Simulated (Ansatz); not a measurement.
Steps of a relaxation of BCl2+, SMILES `Cl[B+]Cl` with RKS PBE0-D4/def2-TZVP.

```sh
$ ansatz run in.yaml --threads 2 --pin off --events-out ev --progress --plain --max-ram 32768MiB --backend cpu
```

```yaml
crystal:
  periodic: [false, false, false]
  atoms:
    - {symbol: Cl, position_ang: [-1.238380, 0.766480, -0.591300]}
    - {symbol: B, position_ang: [0.000740, 0.001360, 0.000550]}
    - {symbol: Cl, position_ang: [1.237640, -0.767840, 0.590740]}
basis:
  gaussian: {orbitals: def2-TZVP}
total_charge: 1
hamiltonian: {xc: pbe0, dispersion: d4}
relax: {f_tol: 0.005, max_steps: 150}
```

Positions (Å) and forces (eV/Å) along the path, 4 of 4 steps:

```xyz
3
step=1 energy=-25706.0179 eV
Cl   -1.238    0.766   -0.591   -1.374    0.854   -0.656
B     0.001    0.001    0.001   -0.016    0.005   -0.008
Cl    1.238   -0.768    0.591    1.390   -0.859    0.664
3
step=2 energy=-25706.0661 eV
Cl   -1.253    0.776   -0.598   -0.668    0.418   -0.319
B     0.001    0.001    0.000   -0.010   -0.001   -0.005
Cl    1.252   -0.777    0.598    0.678   -0.417    0.324
3
step=3 energy=-25706.0824 eV
Cl   -1.269    0.786   -0.606    0.020   -0.010    0.010
B     0.000    0.001    0.000   -0.002   -0.004   -0.002
Cl    1.268   -0.786    0.605   -0.018    0.014   -0.008
3
step=4 energy=-25706.0824 eV
Cl   -1.268    0.786   -0.605    0.000    0.000    0.000
B     0.000    0.000    0.000    0.000    0.000    0.000
Cl    1.268   -0.786    0.605    0.001    0.000    0.000
```

It took 4.1 s on 2 threads of a server CPU on a shared host, with 0.2 GiB of host memory at the peak.
